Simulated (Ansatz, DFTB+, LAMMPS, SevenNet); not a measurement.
## Ladder of methods for the elastic constant C13 of hcp Re

Reference value: 206 GPa (measured, temperature not stated, no zero-point or thermal correction; as tabulated in Mehl and Papaconstantopoulos (1996), arXiv:mtrl-th/9602003).

```json
[
 {"level (code)": "Lennard-Jones jacobson2022 (LAMMPS)", "value (GPa)": "329", "cell (Å³/atom)": "14.70", "difference (%)": "+60"},
 {"level (code)": "GFN1-xTB (DFTB+)", "value (GPa)": "50.0", "cell (Å³/atom)": "17.23", "difference (%)": "-76"},
 {"level (code)": "SevenNet-0 (SevenNet)", "value (GPa)": "333", "cell (Å³/atom)": "15.09", "difference (%)": "+62"},
 {"level (code)": "PBE (Ansatz)", "value (GPa)": "217", "cell (Å³/atom)": "14.95", "difference (%)": "+5.3"},
 {"level (code)": "r²SCAN (Ansatz)", "value (GPa)": "230", "cell (Å³/atom)": "14.70", "difference (%)": "+11.7"}
]
```

Leaving aside Lennard-Jones jacobson2022, which can be fitted to such values or carry a doubt: The reference's temperature isn't stated, so close values are not ranked against it. Off by more than 25 % (a bound picked here): GFN1-xTB (-76 %), SevenNet-0 (+62 %).

The measured value isn't corrected to a static lattice, so vibrations enter the comparison.  Density-functional levels without +SOC have no spin–orbit coupling. GFN1-xTB: the method was fitted mainly to molecules. Each level is taken at its own relaxed cell. Cutoffs differ between the levels. Ansatz's density-functional and Hartree–Fock values are scalar-relativistic unless marked +SOC, with PAW data made under PBE.

Empirical potentials (Lennard-Jones jacobson2022) are fitted to chosen data, which need not cover the solid at hand: agreement can be built in, and what lay outside the fit can be far off. Machine-learned potentials (SevenNet-0) are trained on DFT data, which may include these solids.

Differences are worked out from the printed values.

Ansatz is an electronic-structure program.
